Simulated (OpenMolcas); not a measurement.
# C2H6Si (SMILES CC[SiH]): levels of theory compared

Wanted: a comparison of 6 runs (HF/3-21G, B3LYP/cc-pVDZ, BHLYP/cc-pVDZ, PBE/cc-pVDZ, r2SCAN/cc-pVDZ, CCSD(T)/cc-pVDZ) of C2H6Si. 

The calculation is run with OpenMolcas 26.06.

### Step 1. The structure to begin with

C2H6Si has 9 atoms, charge 0, and is taken as a singlet. As SMILES, `CC[SiH]`. The C2–Si3 distance was set to 2.458 Å, away from the relaxed value.

Bond lengths: C1–C2 1.523 Å, C1–H4 1.094 Å, C1–H5 1.093 Å, C1–H6 1.092 Å, C2–H7 1.095 Å, C2–H8 1.111 Å, Si3–H9 1.532 Å. Angles: C1–C2–H7 111.7°, C1–C2–H8 109.8°, C2–C1–H4 112.0°, C2–C1–H5 111.1°, C2–C1–H6 111.0°, H7–C2–H8 104.1°, H4–C1–H5 107.1°, H4–C1–H6 108.1°, H5–C1–H6 107.3°. A long bond or contact: C2–Si3 2.458 Å.

### Step 2. The energy at HF/3-21G (run 1)

File test.inp:

```
&GATEWAY
BasLib=$CurrDir
Coord
9
angstrom
C       -0.909087       0.434075      -1.029946
C        0.107913      -0.625325      -0.626146
Si       1.475100      -0.358700       1.398700
H       -1.524387       0.111575      -1.874946
H       -0.413487       1.361475      -1.327746
H       -1.573887       0.674775      -0.197746
H        0.735513      -0.926325      -1.471546
H       -0.418487      -1.559225      -0.333846
H        0.401100       0.410600       2.175300
Basis=3-21G
Group=NoSym
&SEWARD
&SCF
Thresholds=1e-10 1e-07 1e-07 1e-05
PrOrbitals=1 1
```

The basis set 3-21G is read from a file made from the Basis Set Exchange's data (not shown).

Command:

```console
export MOLCAS_MEM=1860
pymolcas test.inp > test.log
```

Output:

```text
--- Start Module: gateway ---
[...]
--- Stop Module: gateway /rc=_RC_ALL_IS_WELL_ ---
--- Start Module: seward ---
[...]
      Basis functions           43
--- Stop Module: seward /rc=_RC_ALL_IS_WELL_ ---
--- Start Module: scf ---
[...]
       Convergence after  15 Iterations
[...]
::    Total SCF energy                               -366.0970840651
[...]
      Total spin, S                                     0.0000000000
[...]
      Total electronic charge=   32.000000
      Total            charge=   -0.000000
[...]
      Dipole Moment (debye):
      Origin of the operator (angstrom)=    0.4970   -0.2112    0.2793
                   X= -3.8490E-01               Y=  1.5035E-01               Z=  1.2480E-01           Total=  4.3166E-01
      Quadrupole Moment (debye*angstrom):
[...]
--- Stop Module: scf /rc=_RC_ALL_IS_WELL_ ---
[...]
```

Run time: 2 s. Hardware: 1 thread of Arm Neoverse V1, shared host; peak memory 0.38 GiB.

### Step 3. A single-point energy at B3LYP/cc-pVDZ (run 2)

File run.inp:

```
* C2H6Si Kohn-Sham DFT
>>> EXPORT MOLCAS_PRINT=2

&GATEWAY
  BasLib=$CurrDir
  Coord
  9
  angstrom
  C       -0.909087       0.434075      -1.029946
  C        0.107913      -0.625325      -0.626146
  Si       1.475100      -0.358700       1.398700
  H       -1.524387       0.111575      -1.874946
  H       -0.413487       1.361475      -1.327746
  H       -1.573887       0.674775      -0.197746
  H        0.735513      -0.926325      -1.471546
  H       -0.418487      -1.559225      -0.333846
  H        0.401100       0.410600       2.175300
  Basis=cc-pVDZ
  Group=NoSym

&SEWARD
  GridInput
  Grid=UltraFine
  End of Grid

&SCF
  KSDFT=B3LYP
  Thresholds=1e-10 1e-07 1e-07 1e-05
  PrOrbitals=0
```

The basis set cc-pVDZ is read from a file made from the Basis Set Exchange's data (not shown).

Command:

```console
export MOLCAS_MEM=1860
pymolcas run.inp > run.log
```

Output:

```text
--- Start Module: gateway ---
[...]
--- Stop Module: gateway /rc=_RC_ALL_IS_WELL_ ---
--- Start Module: seward ---
[...]
      Basis functions           76
--- Stop Module: seward /rc=_RC_ALL_IS_WELL_ ---
[...]
--- Start Module: scf ---
[...]
       Convergence after  17 Iterations
[...]
::    Total KS-DFT energy                            -369.2310752148
[...]
      Total spin, S                                     0.0000000000
[...]
      Total electronic charge=   32.000000
      Total            charge=   -0.000000
[...]
      Dipole Moment (debye):
      Origin of the operator (angstrom)=    0.4970   -0.2112    0.2793
                   X= -1.1783E-01               Y=  6.5669E-02               Z=  1.6682E-01           Total=  2.1453E-01
      Quadrupole Moment (debye*angstrom):
[...]
--- Stop Module: scf /rc=_RC_ALL_IS_WELL_ ---
[...]
```

It took 32 s on 1 thread of Arm Neoverse V1, shared host; peak memory 0.43 GiB.

Runs 3 to 5 aren't shown in full; the table further down has their settings and results.

### Step 4. The energy at CCSD(T)/cc-pVDZ (run 6)

File calc.inp:

```
&GATEWAY
 BasLib=$CurrDir
 Coord
 9
 angstrom
 C       -0.909087       0.434075      -1.029946
 C        0.107913      -0.625325      -0.626146
 Si       1.475100      -0.358700       1.398700
 H       -1.524387       0.111575      -1.874946
 H       -0.413487       1.361475      -1.327746
 H       -1.573887       0.674775      -0.197746
 H        0.735513      -0.926325      -1.471546
 H       -0.418487      -1.559225      -0.333846
 H        0.401100       0.410600       2.175300
 Basis=cc-pVDZ
 Group=NoSym

&SEWARD

&SCF
 Thresholds=1e-10 1e-07 1e-07 1e-05
 PrOrbitals=0

&RASSCF
 FileOrb=$Project.ScfOrb
 Spin=1
 Nactel=0 0 0
 Inactive=16
 Ras2=0
 OutOrbitals=Canonical
 OrbListing=Nothing

&MOTRA
 JobIph
 Frozen=7

&CCSDT
 CCT
 Triples=2
 Iterations=80
 Accuracy=1e-08
 Extrapolation=5 4
```

The basis set cc-pVDZ is read from a file made from the Basis Set Exchange's data (not shown).

Command:

```console
export MOLCAS_MEM=1860
pymolcas calc.inp > calc.log
```

Output:

```text
--- Start Module: gateway ---
[...]
--- Stop Module: gateway /rc=_RC_ALL_IS_WELL_ ---
[...]
      Basis functions           76
[...]
       Convergence after  14 Iterations
[...]
::    Total SCF energy                               -368.0550661544
[...]
      Total spin, S                                     0.0000000000
[...]
      Number of active orbitals                  0
[...]
      Spin quantum number                      0.0
[...]
      Active orbitals                            0
[...]
      Number of CSFs                             1
[...]
      Number of root(s) required                 1
[...]
      Convergence after  4 iterations
[...]
      Natural orbitals and occupation numbers for root  1
      ************************************************************************************************************************
      *                                                    Final results                                                     *
      ************************************************************************************************************************
[...]
::    RASSCF root number  1 Total energy:   -368.05506615
[...]
      Total electronic charge=   32.000000
      Total            charge=   -0.000000
[...]
      Dipole Moment (debye):
      Origin of the operator (angstrom)=    0.4970   -0.2112    0.2793
                   X= -1.2648E-01               Y=  1.1649E-01               Z=  2.8216E-01           Total=  3.3043E-01
      Quadrupole Moment (debye*angstrom):
[...]
--- Start Module: motra ---
[...]
--- Stop Module: motra /rc=_RC_ALL_IS_WELL_ ---
--- Start Module: ccsdt ---
[...]
      Convergence after                    17  Iterations
      Total energy (diff) :    -368.48906682       0.00000001
[...]
 METHOD                       : CCSD+T(CCSD)+<T3(1)WT1> = CCSD(T)
[...]
       CCSD     =      -368.4890668211835
[...]
```

It took 23 s on 1 thread of Arm Neoverse V1, shared host; peak memory 0.43 GiB.

### Step 5. All runs side by side

```
run            level  integration grid  frozen core orbitals  energy (Eh)  dipole moment (D) of the reference  HOMO energy (eV)  LUMO energy (eV)  wall time
  1         HF/3-21G                 –                     –  -366.097084                                0.43             -8.27              0.30        2 s
  2    B3LYP/cc-pVDZ         UltraFine                     –  -369.231075                                0.21             -5.95             -3.11       32 s
  3    BHLYP/cc-pVDZ         UltraFine                     –  -369.148903                                0.28             -6.99             -1.95       24 s
  4      PBE/cc-pVDZ         UltraFine                     –  -368.937239                                0.29             -5.19             -3.82       28 s
  5   r2SCAN/cc-pVDZ         UltraFine                     –  -369.120204                                0.33             -5.40             -3.69       39 s
  6  CCSD(T)/cc-pVDZ                 –                     7  -368.502741                                0.33             -8.29              0.37       23 s
```

### Step 6. What came out

| quantity | value |
| --- | --- |
| run 6: total energy | -368.50274 Eh |
| run 6: dipole moment (mean-field density) | 0.33 D |
| run 6: HOMO energy (Hartree–Fock orbitals) | -8.29 eV |
| run 6: LUMO energy (Hartree–Fock orbitals) | 0.37 eV |
| run 6: HOMO–LUMO gap (Hartree–Fock orbitals) | 8.66 eV |
| run 6: correlation energy (7 core orbitals frozen) | -447.7 mEh |
| run 6: (T) correction | -13.67 mEh |

In words: Over runs 1, 2, 3, 4, 5 the dipole moment (its size) runs from 0.21 D (B3LYP/cc-pVDZ) to 0.43 D (HF/3-21G). The two ends differ in method and basis. Over runs 1, 2, 3, 4, 5 the HOMO–LUMO gap runs from 1.37 eV (PBE/cc-pVDZ) to 8.57 eV (HF/3-21G). Totals of different functionals can't be ranked against each other. All runs together took 2.5 min, the longest 39 s.
